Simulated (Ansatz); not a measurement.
Ideal-gas functions of `NC1(F)CO1` at 800 K and 1 bar, from an Ansatz frequency run at PBE0-D4/def2-TZVP.

Molar mass 77.06 g/mol, point group C1 (symmetry number 1), electronic degeneracy 1, moments of inertia 66.165, 85.639, 116.871 u Å². Harmonic wavenumbers (cm⁻¹, unscaled): 213, 355, 458, 488, 551, 736, 794, 904, 929, 1050, 1115, 1120, 1207, 1332, 1435, 1543, 1642, 3113, 3211, 3567, 3665.

Use S(trans) = R[1.5 ln M + 2.5 ln T − 1.1517]; rotational temperatures θ = 24.2544 K / I; S(rot) = R[ln(√π/σ · √(T³/θAθBθC)) + 1.5]; for each mode x = 1.438777 ν̃/T, S = R[x/(eˣ − 1) − ln(1 − e⁻ˣ)] and H = RT x/(eˣ − 1); 1 cm⁻¹ = 0.0119627 kJ/mol; R = 8.31446 J/(mol·K).

By hand: the entropy, in J/(mol·K).

Translation 183.6. Rotation: θ = 0.3666, 0.2832, 0.2075 K, giving 116.6. Vibration, mode by mode: 16.34, 12.18, 10.16, 9.66, 8.72, 6.56, 6.02, 5.13, 4.95, 4.16, 3.80, 3.77, 3.33, 2.79, 2.41, 2.07, 1.80, 0.20, 0.18, 0.10, 0.09, in all 104.4. Electronic 0.0. Sum 404.6 J/(mol·K).

By hand: H − E and G − E in kJ/mol, counted from the electronic energy.

Zero-point energy ½ × 29428 × 0.0119627 = 176.0; thermal vibration 47.9; translation, rotation and pV give 4 RT = 26.6. H − E = 250.5 kJ/mol, and G − E = 250.5 − 800 × 404.6/1000 = -73.2 kJ/mol.

Vibration gives 26 % of the entropy. The sum counts one conformer and one mirror image; others add a mixing term.
